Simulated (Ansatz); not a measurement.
# CH₃FNP: ionisation energy by level of theory

The task here is to estimate one member of a computed series from the others.

Program: Ansatz 0.2.0, Gaussian basis. Level of theory: unrestricted cation, the program's frozen cores in correlated methods. These are calculated values, not measurements.

The runs, in order: UKS PBE-D4/def2-TZVPP; UKS r2SCAN-D4/def2-TZVPP; UKS PBE0-D4/def2-TZVPP; UKS B3LYP-D4/def2-TZVPP; UKS wB97X-V/def2-TZVPP; UKS wB97M-V/def2-TZVPP; UKS B2PLYP/def2-TZVPP; UHF-CCSD(T)/def2-TZVPP; UHF-MP2/def2-QZVPP; extrapolation to the limit; then −ε(HOMO) from the neutral's earlier runs with LDA (SPW92), PBE-D4, revPBE-D4, BLYP-D4, r2SCAN-D4, B97M-V, PBE0-D4, B3LYP-D4, r2SCANh-D4, r2SCAN0-D4, HSE06-D4, BHLYP-D4, CAM-B3LYP-D4, LC-ωPBE, ωB97X-V, ωB97M-V.

## Structure used throughout

An earlier PBE0-D4 in a triple-zeta def2 set relaxation fixed the geometry.

SMILES `F/C=N/P`, 7 atoms, charge 0, spin multiplicity 1.

Atoms are counted from 1 here; the program's logs count them from 0.

Bond lengths: F1–C2 1.328 Å, C2–N3 1.243 Å, C2–H5 1.094 Å, N3–P4 1.742 Å, P4–H6 1.420 Å, P4–H7 1.420 Å. Angles: F1–C2–N3 120.5°, F1–C2–H5 110.5°, N3–C2–H5 129.0°, C2–N3–P4 115.5°, N3–P4–H6 96.1°, N3–P4–H7 96.1°, H6–P4–H7 92.0°.

Set-up of the first run:

Input file in.yaml:

```yaml
crystal:
  periodic: [false, false, false]
  atoms:
    - {symbol: F, position_ang: [-0.870874, -2.286492, 0.286523]}
    - {symbol: C, position_ang: [-0.152608, -1.173912, 0.379049]}
    - {symbol: N, position_ang: [-0.443825, -0.177221, -0.304342]}
    - {symbol: P, position_ang: [0.583493, 1.211897, -0.081704]}
    - {symbol: H, position_ang: [0.659453, -1.300993, 1.101121]}
    - {symbol: H, position_ang: [0.752884, 1.498277, -1.462588]}
    - {symbol: H, position_ang: [-0.467223, 2.160443, 0.036142]}
basis:
  gaussian: {orbitals: def2-TZVPP}
total_charge: 1
magnetization: {spin_polarized: true, initial_magnetization: 1}
hamiltonian: {xc: pbe, dispersion: d4}
```

The run is started by

```bash
$ ansatz run in.yaml --threads 2 --pin off --events-out ev --progress --plain --max-ram 4352MiB
```

Steps of the session up to this table: Cation, UKS PBE-D4/def2-TZVPP; Cation, UKS r2SCAN-D4/def2-TZVPP; Cation, UKS PBE0-D4/def2-TZVPP; Cation, UKS B3LYP-D4/def2-TZVPP; Cation, UKS wB97X-V/def2-TZVPP; Cation, UKS wB97M-V/def2-TZVPP; Cation, UKS B2PLYP (frozen core)/def2-TZVPP; Cation, UHF-CCSD(T)/def2-TZVPP; Cation, UHF-MP2/def2-QZVPP.

One of the session's tables, all rows but one given; the rest of the session is left out.

It belongs to the step «Ionisation energies side by side». For comparison, −ε(HOMO) of the neutral from earlier runs:

| functional | −ε(HOMO) (eV) |
| --- | --- |
| LDA (SPW92) | 6.06 |
| PBE-D4 | 5.94 |
| revPBE-D4 | 5.88 |
| BLYP-D4 | 5.83 |
| r2SCAN-D4 | 6.18 |
| B97M-V | 6.30 |
| PBE0-D4 | ? |
| B3LYP-D4 | 6.99 |
| r2SCANh-D4 | 6.64 |
| r2SCAN0-D4 | 7.34 |
| HSE06-D4 | 6.78 |
| BHLYP-D4 | 8.34 |
| CAM-B3LYP-D4 | 8.54 |
| LC-ωPBE | 9.86 |
| ωB97X-V | 9.52 |
| ωB97M-V | 9.40 |

Estimate the missing values for PBE0-D4.

The run gave: −ε(HOMO) (eV): 7.18. In the column «−ε(HOMO) (eV)» it lies between B3LYP-D4 (6.99) and r2SCAN0-D4 (7.34).

Caveats from the session: The cation may have settled in a state other than its lowest; no search over hole states beyond the program's own was made.
